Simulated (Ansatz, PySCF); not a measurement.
Molecule: C₂H₅S (charge 0, doublet). It need not be the lowest isomer of its formula. 
Coordinates optimised at B3LYP-D3(BJ)/def2-TZVP (Ansatz, a first-principles code):
```xyz
8

C      0.0677     1.3368    -0.5808
S     -0.2035     0.1104     0.5694
C      0.2434    -1.3727    -0.3665
H      0.5526     1.1278    -1.5216
H     -0.1516     2.3506    -0.2860
H      0.1127    -2.2243     0.2986
H     -0.4080    -1.4849    -1.2322
H      1.2839    -1.3204    -0.6851
```
Charge 0, spin multiplicity 2.

Total electronic energies in hartree. Cores are frozen in the correlated levels unless marked. UHF or UKS for open shells. No spin-orbit coupling. Non-relativistic. CBS marks a two-point X^-3 extrapolation of the correlation energy; Hartree-Fock from the larger set. [CCSD(T)-MP2]/basis is that difference in the basis named.

```csv
level,program,energy (Eh)
HF/6-31G,Ansatz,-476.03331
HF/cc-pV(D+d)Z,Ansatz,-476.13735
HF/def2-TZVPD,PySCF,-476.17237
revPBE-D3(BJ)/def2-TZVPD,Ansatz + dftd3,-477.31834
revPBE-D4/def2-TZVPD,Ansatz + dftd4,-477.32078
BP86-D4/def2-TZVPD,PySCF + dftd4,-477.44688
M06-L/def2-TZVPD,PySCF,___
B3LYP-D4/def2-TZVPD,Ansatz + dftd4,-477.42930
PBE0/def2-TZVP,Ansatz,-477.15870
PBE0/def2-TZVPD,Ansatz,-477.15966
M06-2X/def2-TZVPD,PySCF,-477.33164
LC-wPBE/def2-TZVPD,Ansatz,-477.23411
CCSD/STO-3G,Ansatz,-470.99934
CCSD(T)/6-31G*,Ansatz,-476.52561
"RI-MP2/CBS(cc-pV(T+d)Z,cc-pV(Q+d)Z)+[CCSD(T)-MP2]/cc-pV(T+d)Z",Ansatz,-476.8214
```

Task: Complete the blanks.

Result: 
- M06-L/def2-TZVPD, energy (Eh): -477.37787
